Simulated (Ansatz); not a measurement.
Consider the interaction energy of a dimer with the counterpoise correction of COS, SMILES O=C=S (Ansatz 0.2.0, Python API).

`run_dimer.py`
```python
import ansatz as az

FIRST = [
    ("O", (0.9177, 0.6827, 0.5796)),
    ("C", (0.0927, 0.0663, 0.0583)),
    ("S", (-1.0104, -0.749, -0.6379)),
]
SECOND = [
    ("O", (0.8967, -3.4183, 1.5583)),
    ("C", (0.8606, -3.5871, 0.4171)),
    ("S", (0.8147, -3.819, -1.1029)),
]

def energy(atoms, ghosts=()):
    molecule = az.Crystal.molecule()
    for symbol, xyz in atoms:
        molecule = molecule.atom(symbol, xyz)
    calc = (
        molecule.calculation()
        .basis(gaussian="cc-pVDZ")
        .functional("pbe0", dispersion="d3bj")
        .accuracy("medium")
    )
    deck = calc.input()
    if ghosts:
        deck = deck.set(az.key.basis.gaussian.ghost_atoms, [{"symbol": s, "position_ang": list(xyz)} for s, xyz in ghosts])
    return az.Session.from_dict(deck).plan().execute().report["free_energy_ev"]


def main() -> None:
    both = energy(FIRST + SECOND)
    alone = energy(FIRST) + energy(SECOND)
    ghosted = energy(FIRST, SECOND) + energy(SECOND, FIRST)
    print(f"dimer {both:.6f} eV")
    print(f"interaction, uncorrected   {96.485332 * (both - alone):8.3f} kJ/mol")
    print(f"interaction, counterpoise  {96.485332 * (both - ghosted):8.3f} kJ/mol")
    print(f"basis-set superposition    {96.485332 * (alone - ghosted):8.3f} kJ/mol")


if __name__ == "__main__":
    main()
```

How large is the interaction at this pose, and how much of it is basis-set superposition?

Uncorrected it is -3.764 kJ/mol, with the counterpoise correction -2.226 kJ/mol; the difference, 1.54 kJ/mol, is the superposition error.

The run itself:

```console
$ python run_dimer.py
dimer -27825.789315 eV
interaction, uncorrected     -3.764 kJ/mol
interaction, counterpoise    -2.226 kJ/mol
basis-set superposition       1.538 kJ/mol
```

What to keep in mind:
- These settings explore the input space; basis and method may be short of convergence.
- The dimer is a generated trial pose of unrelaxed monomers, not a minimum, so the figure is no binding energy, and the basis set is small.
- Wall time of the script: 7.5 s on 1 thread of Arm Neoverse V2, on a shared host, peak memory 0.24 GiB.

(Lines on the test bed's own set-up are left out of the output.)
